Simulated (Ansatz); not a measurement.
# C3H7N: the cost of one run

Program: Ansatz 0.2.0, Gaussian basis. Level of theory: the settings change from run to run. These are calculated values, not measurements.

### 1 The geometry

The geometry comes from an earlier relaxation with PBE0-D4 in a triple-zeta def2 set; it is a stationary point, not always the lowest conformer.

SMILES `C=NCC`, 11 atoms, charge 0, spin multiplicity 1.

Atoms are counted from 1 here; the program's logs count them from 0.

Bond lengths: C1–N2 1.257 Å, C1–H5 1.090 Å, C1–H6 1.100 Å, N2–C3 1.444 Å, C3–C4 1.518 Å, C3–H7 1.102 Å, C3–H8 1.095 Å, C4–H9 1.092 Å, C4–H10 1.091 Å, C4–H11 1.092 Å. Angles: N2–C1–H5 119.5°, N2–C1–H6 123.2°, H5–C1–H6 117.3°, C1–N2–C3 118.0°, N2–C3–C4 110.5°, N2–C3–H7 111.9°, N2–C3–H8 107.2°, C4–C3–H7 110.5°, C4–C3–H8 109.1°, H7–C3–H8 107.5°, C3–C4–H9 110.8°, C3–C4–H10 110.5°, C3–C4–H11 110.6°, H9–C4–H10 108.0°, H9–C4–H11 108.3°, H10–C4–H11 108.6°.

Geometry (Å):

```csv
atom,x (Å),y (Å),z (Å)
C1,-0.7387,1.7389,0.3515
N2,-0.6860,0.7433,-0.4140
C3,-0.3117,-0.5304,0.1538
C4,0.9232,-1.0783,-0.5376
H5,-1.0127,2.7130,-0.0530
H6,-0.5210,1.6826,1.4281
H7,-0.1465,-0.4623,1.2413
H8,-1.1493,-1.2170,-0.0099
H9,1.7831,-0.4261,-0.3693
H10,0.7581,-1.1488,-1.6141
H11,1.1670,-2.0721,-0.1562
```

### 2 wB97M-V/aug-pcseg-2

This run has a grid of angular degree 47.

The input, in.yaml:

```yaml
crystal:
  periodic: [false, false, false]
  atoms:
    - {symbol: C, position_ang: [-0.738738, 1.738909, 0.351460]}
    - {symbol: N, position_ang: [-0.686025, 0.743279, -0.414005]}
    - {symbol: C, position_ang: [-0.311728, -0.530357, 0.153811]}
    - {symbol: C, position_ang: [0.923207, -1.078277, -0.537561]}
    - {symbol: H, position_ang: [-1.012739, 2.713004, -0.053031]}
    - {symbol: H, position_ang: [-0.520996, 1.682555, 1.428105]}
    - {symbol: H, position_ang: [-0.146505, -0.462281, 1.241307]}
    - {symbol: H, position_ang: [-1.149323, -1.216965, -0.009915]}
    - {symbol: H, position_ang: [1.783125, -0.426088, -0.369305]}
    - {symbol: H, position_ang: [0.758141, -1.148756, -1.614116]}
    - {symbol: H, position_ang: [1.166979, -2.072125, -0.156150]}
basis:
  gaussian: {orbitals: aug-pcseg-2, final_grid: {core_spheres: 20, valence_spheres: 16, degree: 47}}
hamiltonian: {xc: {name: wB97M-V}}
```

Launch:

```bash
$ ansatz run in.yaml --threads 2 --pin off --events-out ev --progress --plain --max-ram 4352MiB
```

What time and memory should one allow on 2 threads of Arm Neoverse V1, shared host?

About 22 s, with a peak of 1.1 GiB.
